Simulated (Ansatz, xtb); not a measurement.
System: C2H6N, net charge 0, doublet state. It need not be the lowest isomer of its formula. SMILES: C[N]C
Geometry from a B3LYP-D3(BJ)/def2-TZVP (Ansatz, a program for electronic structure) optimisation:
```
N
C 1 1.4346
H 2 1.0897 1 110.60
H 2 1.1011 3 108.73 1 122.38
H 2 1.1011 3 108.73 4 115.23
C 1 1.4346 2 112.08 3 -180.00
H 6 1.0897 1 110.60 2 -180.00
H 6 1.1011 7 108.73 1 122.38
H 6 1.1011 7 108.73 8 115.23
```
Charge 0, spin multiplicity 2.

Harmonic wavenumbers from GFN2-xTB (xtb, at its own minimum), cm⁻¹: 54, 76, 466, 969, 978, 1030, 1055, 1195, 1242, 1378, 1379, 1421, 1425, 1454, 1470, 2850, 2854, 2865, 2866, 2921, 2926.

### Question
Give the harmonic wavenumbers at B3LYP-D3(BJ)/def2-TZVP (Ansatz, finite differences of forces, unscaled).

### Answer
87, 134, 435, 916, 933, 1011, 1021, 1209, 1210, 1391, 1412, 1464, 1471, 1489, 1490, 2938, 2948, 2973, 2980, 3096, 3097 cm⁻¹. Zero-point energy 48.2 kcal/mol.

### Question
From these and the geometry, give the ideal-gas thermochemistry at 298.15 K and 1 atm (rigid rotor, harmonic oscillator).

### Answer
Point group C2v, rotational symmetry number 2. Rotational constants 40.47, 9.739, 8.694 GHz. S(trans) 37.28, S(rot) 20.69, S(vib) 8.04, S(elec, spin only) 1.38, S 67.4 cal/(mol K). H(298) - H(0) 3.59 kcal/mol; G - E(el) 31.7 kcal/mol.
